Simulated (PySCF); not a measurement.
B3LYP has the VWN-RPA correlation part, as in Gaussian. Delta-SCF ions had no search for a lower state. Excitations are Tamm–Dancoff values on a coarser integration grid. The basis has no diffuse functions, so Rydberg states are missing or too high.

Cartesian coordinates (Å):
```xyz
6

C     -0.4882     0.0018    -0.0059
C      0.9708    -0.0036     0.0118
N      2.1288    -0.0078     0.0259
H     -0.8657    -0.8105    -0.6452
H     -0.8834    -0.1395     1.0114
H     -0.8622     0.9597    -0.3979
```
Charge 0, multiplicity 1.

**Question.** What is the computed dipole moment, S1 excitation (TDA), HOMO, HOMO–LUMO gap, T1 excitation (TDA), total energy, LUMO and vertical ionisation energy (Delta-SCF) (B3LYP-D3(BJ)/def2-TZVP // B3LYP-D3(BJ)/def2-SVP in PySCF)?

**Answer.** 
| Property | Value |
|---|---|
| dipole moment | 4.01 D |
| S1 excitation (TDA) | 7.72 eV |
| HOMO | -9.19 eV |
| HOMO–LUMO gap | 9.63 eV |
| T1 excitation (TDA) | 6.32 eV |
| total energy | -3614.07 eV |
| LUMO | 0.44 eV |
| vertical ionisation energy (Delta-SCF) | 12.20 eV |
